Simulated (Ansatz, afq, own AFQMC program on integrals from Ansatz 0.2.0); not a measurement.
## Atomization energy of SiH2O, singlet

```xyz
4

Si    0.0000    0.0000    0.4897
O     0.0000    0.0000   -1.0261
H     0.0000    1.2309    1.3214
H     0.0000   -1.2309    1.3214
```

Connectivity, by distances: SiH2–O.

Atoms in their ground-state spins without spin–orbit coupling (mostly on UHF) minus the molecule (RHF), without zero-point energy. The geometry is a stationary point, not shown to be a minimum.

Basis cc-pVDZ. Noble-gas cores (and the filled d shells of Ga–Kr and In–Xe) are frozen. Integrals, coupled cluster, full CI and functionals: Ansatz 0.2.0; the random walks run on the same integrals in our own AFQMC program. ph-AFQMC/CISD is guided by a CISD state made of CCSD amplitudes; releasing the constraint for a short imaginary time cuts its bias at the price of noise, slowly where states lie close. Free AFQMC starts from the CCSD state and is never constrained. Its projection time is finite, and what remains of the start isn't in its error. ± is one standard error of the sampling. The errors of all members are added in quadrature.

No full CI on the walks' own integrals is used here; CCSDT(Q) serves as the reference and is uncertain by about the last step of the cluster series. Each member takes its own surest rung, up to full CI.

The best estimate is CCSD(T) at the basis-set limit (CBS: def2-TZVPP and def2-QZVPP, with their diffuse functions for anions and beside diffuse sets, CCSD(T) itself extrapolated) plus the step from CCSD(T) to CCSDT(Q) in cc-pVDZ. Rows without CBS are in cc-pVDZ, the functionals in def2-TZVP; B2PLYP and the wave-function rows carry a basis error of their own. Core correlation and relativity beyond core potentials are missing, and ± holds the sampling alone.

Cautions: SiH₂O (singlet): raised T1 diagnostic (T1 0.025, weight of the determinant 0.88, largest double 0.09).

Best estimate: 13.252 eV.

```csv
level,atomization energy (eV),error against the best estimate (eV)
HF,7.758,-5.494
MP2,11.660,-1.592
CCSD,11.118,-2.134
CCSD(T),11.335,-1.917
CCSDT,11.342,-1.910
CCSDT(Q),11.375,-1.877
ph-AFQMC/CISD,11.375 ± 0.019,-1.877 ± 0.019
released AFQMC,11.336 ± 0.034,-1.916 ± 0.034
free AFQMC,11.358 ± 0.032,-1.894 ± 0.032
HF/CBS,8.760,-4.492
MP2/CBS,13.606,0.354
CCSD(T)/CBS,13.213,-0.039
PBE,13.200,-0.052
r2SCAN,13.092,-0.160
PBE0,12.721,-0.531
B3LYP,13.022,-0.230
wB97M-V,13.130,-0.122
B2PLYP,13.008,-0.243
```

Correlation beyond CCSD(T) adds 0.039 eV. Going to the basis-set limit adds 1.878 eV at CCSD(T). The perturbative (T) step is worth +0.217 eV. The functionals spread over 0.479 eV; PBE comes nearest and PBE0 is 0.531 eV too low.

Best estimates are given only where the step beyond CCSD(T) is under 0.3 eV and no member's determinant is very poor (T1 over 0.05, or 0.07 for open shells, ⟨S²⟩ too high by 0.3, two states mixed), so the hardest cases are missing from such tables.

The functionals ran in a triple-zeta set and keep a basis error of their own, a few kJ/mol for each bond in atomization energies and more for double hybrids, so close places among them and the extrapolated levels can swap.

CCSDT and higher add their correlation energy to the determinant of the CCSD(T) run, since their own runs factorise the integrals more tightly (a shift of under 2 meV). Free projections are given only where their last times agree within the noise and don't stop above the reference; a slow remainder of the start can still hide under it. Each member of a difference takes its own highest rung, so a best estimate needn't equal the limit plus the step of one row. A walk keeps the symmetry of its determinant, which the program's search chose and which needn't be the lowest solution, so a lower state of the same spin and another symmetry isn't excluded. Released energies are given only where the last usable release times agree within the noise; a slower fall can still hide under it.
